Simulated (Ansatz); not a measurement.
A nudged elastic band was laid between two geometries of C₂H₄OS (8 atoms, charge 0, multiplicity 1).

Computed with Ansatz 0.2.0, RKS B3LYP-D4/def2-SVP.

```
movable images  : 7
climbing image  : yes
spring          : 5.0 eV/Å²
optimiser       : quadratic models (default)
start path      : IDPP
force threshold : 0.2 eV/Å
iteration limit : 37
end points      : relaxed
```

First end point:

```xyz
8
Properties=species:S:1:pos:R:3
O -1.442 0.267 -0.934
C -0.386 0.706 -0.562
C 0.607 -0.016 0.323
S 0.085 -1.684 0.851
H -0.050 1.732 -0.864
H 1.563 -0.060 -0.230
H 0.795 0.629 1.200
H -1.080 -1.631 0.159
```

Last end point:

```xyz
8
Properties=species:S:1:pos:R:3
O -1.063 1.815 0.395
C -0.593 0.882 -0.201
C 0.531 0.013 0.322
S -0.024 -1.734 0.484
H -0.984 0.572 -1.208
H 1.411 0.068 -0.338
H 0.813 0.355 1.328
H 0.002 -2.027 -0.837
```

Question: Which bonds break or form, and what moves?

Answer: No bond is made or broken. The dihedral H5–C2–C3–H7 goes from 56 to -177°.

Question: Give the energies along the band, and the barrier.

Answer: The run converged. The highest image is number 4 of 0 to 8, 0.153 eV above the first end and 0.105 eV above the last; the last end lies 0.048 eV above the first. The threshold of 0.2 eV/Å is loose, so the images may lie well off the minimum-energy path. Another band between the same ends (7 images) ends at a top of the same energy, where a vibrational analysis finds 1 clearly imaginary mode.

| image | path coordinate (Å) | energy (eV) | dihedral H5–C2–C3–H7 (°) |
| --- | --- | --- | --- |
| 0 | 0.00 | 0.000 | 56 |
| 1 | 0.53 | 0.022 | 61 |
| 2 | 1.06 | 0.058 | 70 |
| 3 | 1.59 | 0.117 | 92 |
| 4 | 2.12 | 0.153 | 117 |
| 5 | 2.50 | 0.138 | 136 |
| 6 | 2.89 | 0.097 | 153 |
| 7 | 3.27 | 0.060 | 169 |
| 8 | 3.66 | 0.048 | -177 |

Question: What is the geometry of the highest image?

Answer: 
```xyz
8
Properties=species:S:1:pos:R:3:forces:R:3
O -1.680 1.004 0.085 -0.02 0.00 0.00
C -0.557 0.874 -0.318 0.07 -0.01 0.00
C 0.506 0.004 0.343 -0.02 0.01 -0.01
S -0.012 -1.733 0.620 -0.01 0.00 0.00
H -0.200 1.416 -1.236 -0.04 0.01 0.01
H 1.451 0.048 -0.218 0.00 0.00 0.01
H 0.690 0.401 1.355 0.00 0.00 0.00
H -0.106 -2.070 -0.688 0.00 0.00 0.01
```

Time of the run: 5.7 min on 1 thread of Intel(R) Xeon(R) Processor @ 2.50GHz (Skylake/Cascade Lake), with other jobs on the host, peak memory 0.16 GiB.
